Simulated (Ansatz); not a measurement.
hcp Tc: PBE at its full settings (plane-wave cutoff 520 eV, 24×24×12 k mesh (along the axes of the cell as run), Fermi–Dirac smearing 0.05 eV, no spin polarisation, scalar-relativistic PAW data made under PBE) and at cheaper ones, in a cell of 2 atoms with Γ-centred meshes.

| level and setting | lattice constant a (Å) | c axis length (Å) | bulk modulus B0 (GPa) |
|---|---|---|---|
| PBE (Ansatz) | 2.752 | 4.403 | 300 |
| PBE (300 eV cutoff) (Ansatz) | 2.720 | 4.357 | 332 |
| PBE (Γ point alone) (Ansatz) | 3.175 | 3.151 | 342 |
| PBE (2×2×2 k mesh) (Ansatz) | 2.590 | 4.823 | 292 |
| PBE (4×4×4 k mesh) (Ansatz) | 2.762 | 4.370 | 304 |
| PBE (6×6×6 k mesh) (Ansatz) | 2.752 | 4.414 | 299 |
| PBE (Fermi-Dirac smearing of 0.3 eV) (Ansatz) | 2.764 | 4.399 | 287 |

Largest shifts from the full settings: lattice constant a +15.4 % (PBE (Γ point alone)), against a difference of +0.40 % of the full result from the reference 2.741 Å (measured, 293 K, not corrected to a static lattice; as tabulated in Wikipedia's data pages); lattice parameter c -28 % (PBE (Γ point alone)), against a difference of +0.09 % of the full result from the reference 4.399 Å (measured, 293 K, no zero-point or thermal correction; as tabulated in Wikipedia's data pages); bulk modulus +14.0 % (PBE (Γ point alone)), against a difference of -1.0 % of the full result from the reference 303 GPa (measured, zero-point energy and finite temperature contributions removed; as tabulated in doi:10.1021/acs.jctc.3c00612).

Ansatz's density-functional and Hartree–Fock values are scalar-relativistic unless marked +SOC, with PAW data made under PBE.

Run with cheap settings on purpose, which may leave them unconverged: PBE (2×2×2 k mesh), PBE (300 eV cutoff), PBE (4×4×4 k mesh), PBE (6×6×6 k mesh), PBE (Fermi-Dirac smearing of 0.3 eV), PBE (Γ point alone).

Ansatz is a quantum-chemistry and plane-wave program.
